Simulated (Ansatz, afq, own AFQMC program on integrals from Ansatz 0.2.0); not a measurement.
## Where AFQMC and coupled cluster stand for SiC, singlet

```yaml
atoms:
  - { symbol: Si, position_ang: [0.0000, 0.0000, 0.0000] }
  - { symbol: C, position_ang: [0.0000, 0.0000, 1.6358] }
```

Basis 6-31G. Only valence electrons are correlated. Ansatz 0.2.0 and our own AFQMC program on the same integrals; the CISD trial comes from CCSD amplitudes, and released means the phaseless constraint is let go. Error bars are statistical, one sigma.

Determinant: RHF, the one that the program's search chose, which needn't be the lowest solution. The geometry is a PBE0/def2-TZVP stationary point of this or a neighbouring charge and spin state.

Full CI on the same integrals is exact in this basis and with this determinant's frozen core.

Cautions: another spin lies lower (by 136 meV); restricted determinant unstable towards unrestricted (UHF 2.10 eV lower, ⟨S²⟩ 2.11); the search met a lower determinant of the same kind, perhaps of another symmetry (158 meV lower), and this one is a saddle point; strong correlation (T1 0.091, weight of the determinant 0.71, largest double 0.21); (T) is large, 9 % of the CCSD correlation; (Q) is large, 101 meV, so the cluster series hasn't closed; the released energy hasn't reached full CI (115 meV above it at 2.40 1/Eh), so no released level is given (meV from the phaseless value at times in 1/Eh: -31 ± 19 at 0.24, -54 ± 20 at 0.51, -113 ± 20 at 0.99, -148 ± 22 at 1.62, -116 ± 29 at 2.40); CCSDTQ on the UHF determinant differs (137 meV lower), perhaps since the unrestricted series falls towards higher spin.

* T1 diagnostic: 0.0905
* weight of the determinant in the CISD state: 0.712
* size of the correlated space: 8 electrons in 16 orbitals

Reference: full CI, correlation energy -5.831 eV. The cautions show a poor starting determinant, so the rows tell how each method copes with it here, and full CI is the sure value.

```
        level  E − E(reference) (kJ/mol)  share of correlation (%)
           HF                      562.6                      0.00
          MP2                      110.1                     80.43
         CCSD                       49.3                     91.24
      CCSD(T)                        5.2                     99.08
        CCSDT                        7.3                     98.70
     CCSDT(Q)                       -2.4                    100.43
       CCSDTQ                        1.3                     99.77
ph-AFQMC/CISD                 22.3 ± 1.9                     96.03
```

CCSDT and higher add their correlation energy to the determinant of the CCSD(T) run, since their own runs factorise the integrals more tightly (a shift of under 2 meV). A walk keeps the symmetry of its determinant, which the program's search chose and which needn't be the lowest solution, so a lower state of the same spin and another symmetry isn't excluded.
